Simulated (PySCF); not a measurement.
Compound: C3H5NO.
Cartesian coordinates in Å at the PBE0-D3(BJ)/def2-SVP level; atoms count from 1:
```
atom  x, y, z in Å
N1    -2.1753    0.1205   -0.5708
C2    -1.1468   -0.1483    0.1170
C3     0.2353   -0.3438   -0.3879
C4     1.3812    0.2038    0.3556
O5     1.0756   -1.1624    0.3986
H6    -1.9352    0.1668   -1.5689
H7    -1.2498   -0.2464    1.2122
H8     0.3340   -0.4734   -1.4760
H9     1.2041    0.7669    1.2816
H10    2.2861    0.4829   -0.1995
```

Computed with PBE0-D3(BJ)/def2-SVP geometry optimisation, gas phase in PySCF 2.14.0.

Take the most abundant isotopes and a rigid rotor. The values belong to one conformer with, in the numbering `[H]/[N:1]=[CH:2]\[C@H:3]1[CH2:4][O:5]1`, N1–C2–C3–C4 140°.

Give the principal moments of inertia and the rotational constants in MHz.

Ia = 27.96, Ib = 157.07, Ic = 162.42 u·Å²; 505379 MHz·u·Å²/I gives A = 18076, B = 3218, C = 3112 MHz.

What kind of rotor is it?

A near-prolate asymmetric top; Ray's κ = -0.986.

Is it planar, by Δ = Ic − Ia − Ib?

Not planar: Δ = Ic − Ia − Ib = -22.61 u·Å². For a rigid frame Δ = −2 Σ m c², so Σ m c² = 11.30 u·Å² lies off the ab plane: 7.16 from hydrogen and 4.14 from heavier atoms. The atom farthest from that plane is 1.53 Å away.

Give the other two planar moments, Paa and Pbb, and the rms extents of the mass along the axes.

Paa = Σ m a² = (Ib + Ic − Ia)/2 = 145.77 and Pbb = Σ m b² = (Ia + Ic − Ib)/2 = 16.66 u·Å². With the mass M = 71.04 u, the rms extents √(P/M) along a, b and c are 1.43, 0.48, 0.40 Å.

Where do the levels up to J = 4 lie, in MHz?

Above 0(0,0):
J = 1: 1(0,1) 6329, 1(1,1) 21187, 1(1,0) 21293
J = 2: 2(0,2) 18987, 2(1,2) 33739, 2(1,1) 34057, 2(2,1) 78632, 2(2,0) 78632
J = 3: 3(0,3) 37971, 3(1,3) 52567, 3(1,2) 53203, 3(2,2) 97619, 3(2,1) 97621, 3(3,1) 172174, 3(3,0) 172174
J = 4: 4(0,4) 63282, 4(1,4) 77670, 4(1,3) 78730, 4(2,3) 122934, 4(2,2) 122943, 4(3,2) 197492, 4(3,1) 197492, 4(4,1) 301868, 4(4,0) 301868
The levels of one J sum to (2J + 1)J(J + 1)(A + B + C)/3.

Predict some low-J microwave lines.

The dipole components are |μa| = 1.39 D, |μb| = 1.78 D, |μc| = 1.10 D. The squared components, which scale the intensities, stand as 0.61 : 1.00 : 0.38 (a : b : c). Some lines, for components of 0.1 D or more:

```
type  branch         J(Ka,Kc)     MHz  lower level (cm⁻¹)
   a       Q  5(1,4) ← 5(1,5)    1590               3.637
   b       R  3(0,3) ← 2(1,2)    4232               1.125
   b       Q  3(1,2) ← 3(0,3)   15232               1.267
   a       R  3(2,1) ← 2(2,0)   18989               2.623
   a       R  3(1,2) ← 2(1,1)   19146               1.136
   a       R  5(0,5) ← 4(0,4)   31634               2.111
   c       Q  4(2,3) ← 4(1,3)   44204               2.626
   b       R  5(1,5) ← 4(0,4)   45766               2.111
   c       R  5(1,4) ← 4(0,4)   47356               2.111
   b       Q  5(3,2) ← 5(2,3)   74541               5.157
   b       R  4(3,1) ← 3(2,2)   99873               3.256
   c       R  5(3,3) ← 4(2,3)  106205               4.101
   c       R  5(4,1) ← 4(3,1)  136023               6.588
   b       R  5(5,1) ← 4(4,0)  165845              10.069
```

Estimate the classical rotational partition function at 10 K, 25 K and 500 K.

Point group C1, symmetry number σ = 1; q = (√π/σ)·√((kT/h)³/(ABC)), k/h = 20836.6 MHz/K: 396 at 10 K, 1570 at 25 K, 140000 at 500 K.

Not checked by PBE0-D3(BJ)/def2-SVP frequencies. Zero-point vibration and centrifugal distortion are left out. Quadrupole hyperfine structure (14N) is left out.
